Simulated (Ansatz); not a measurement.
C2H4ClN can be A, `CC(=N)Cl`, or B, `C=C(N)Cl`.

Gas-phase electronic energies from Ansatz, PBE0-D4/def2-TZVP geometries. CCSD(T)/CBS adds triple-zeta CCSD(T) − MP2 to the extrapolated MP2 energy (def2 sets, frozen cores). DFT in def2-TZVPP. B3LYP here is the variant with VWN-RPA as its local correlation; programs differ in this. Each species was taken in one conformer, which may not be the lowest.

**Question.** Which is lower in electronic energy at CCSD(T)/CBS, and by how much? (Best estimate.)

**Answer.** The calculation gave: A, by 9.3 kcal/mol.

**Question.** Give E(B) − E(A) in kcal/mol with BLYP-D4, PBE0-D4, MP2/def2-TZVPP, B3LYP-D4, CCSD(T)/def2-TZVPP, CCSD/def2-TZVPP, LDA (SPW92). (Estimate.)

**Answer.** Computed: BLYP-D4 10.3, PBE0-D4 8.7, MP2/def2-TZVPP 9.7, B3LYP-D4 9.4, CCSD(T)/def2-TZVPP 10.3, CCSD/def2-TZVPP 10.0, LDA (SPW92) 6.8. None reverses the order clearly.

**Question.** Does the order hold for the free energy at 298.15 K (harmonic terms from PBE0-D4)? (An estimate is asked.)

**Answer.** The calculation gave: Yes: G(B) − G(A) = +9.5 kcal/mol, for one conformer each.

Largest T1 diagnostic: 0.012.

Leaving LDA and LC-ωPBE aside and taking each functional with its dispersion term where it has one, the values spread over 1.6 kcal/mol, from PBE0-D4 to BLYP-D4. LDA lies −2.9 kcal/mol from PBE without D4. At CCSD(T), def2-SVP lies +3.2 kcal/mol from the extrapolated value and def2-TZVPP +1.0 kcal/mol.
